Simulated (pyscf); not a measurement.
# Four-centre exchange: ZnH₂ (SMILES [ZnH2]) + NH₃ (SMILES N) -> H₂N–ZnH (SMILES [NH2][ZnH]) + H₂ (SMILES [H][H])

Gas phase, singlet surface, charge 0. Bonds broken: Zn1–H2, N4–H5. Bonds formed: Zn1–N4, H2–H5. PySCF, gas phase, ωB97X-D3(BJ)/def2-SVP geometries.

Transition state (Å):

```xyz
7

Zn     0.0585     0.8137     0.1674
H      0.8027    -0.3376    -1.2458
H      0.5662     2.1529     0.7405
N     -1.1344    -0.7534    -0.0296
H     -0.0427    -0.7683    -0.8915
H     -1.1933    -1.4602     0.7051
H     -2.0687    -0.6487    -0.4284
```

One imaginary mode, 1354i cm⁻¹; descent along it reached the two sides named, in the forms told below.

| bond | change | reactant side (Å) | saddle | product side |
|---|---|---|---|---|
| Zn1–H2 | breaks | 1.578 | 1.969 | 4.0 |
| N4–H5 | breaks | 1.020 | 1.391 | 2.521 |
| Zn1–N4 | forms | 2.227 | 1.979 | 1.813 |
| H2–H5 | forms | 3.0 | 1.013 | 0.765 |

Electronic energies relative to the separated reactants (eV):

```tsv
level	barrier	reaction energy	reverse barrier
ωB97X-D3(BJ)/def2-TZVP	1.06	-0.02	1.07
PBE/def2-TZVP	0.93	0.00	0.93
r²SCAN/def2-TZVP	0.92	-0.04	0.96
B3LYP-D3(BJ)/def2-TZVP	1.06	0.00	1.06
PBE0-D3(BJ)/def2-TZVP	0.97	+0.04	0.93
M06-2X/def2-TZVP	0.93	-0.11	1.04
ωB97M-D3(BJ)/def2-TZVP	1.12	+0.05	1.07
HF/def2-TZVP	1.60	+0.21	1.39
```

With ωB97M-D3(BJ)/def2-TZVP energies and thermal terms (ideal gas, 1 atm, RRHO with modes under 100 cm⁻¹ raised to 100, one conformer, R ln 2 for chiral ones without a mode under 150 cm⁻¹), in eV:

| T (K) | ΔH‡ | ΔG‡ | ΔH | ΔG |
|---|---|---|---|---|
| 298 | 1.01 | 1.37 | -0.07 | -0.08 |
| 600 | 1.02 | 1.73 | -0.02 | -0.11 |
| 900 | 1.04 | 2.08 | +0.01 | -0.16 |
| 1200 | 1.07 | 2.42 | +0.03 | -0.22 |

On the reactant side the descent ends in an adduct with a N–Zn contact, 0.57 eV under the separated species and 1.63 eV under the saddle at ωB97X-D3(BJ)/def2-TZVP. What is counted as formed (N–Zn) is already present as a longer contact in the reactant adduct; forming that adduct is a step of its own. At the saddle there is also a short H–Zn contact that neither side keeps. One saddle was located; it need not be the lowest between these sides. Elements up to Kr have no core potential and no relativistic terms here.
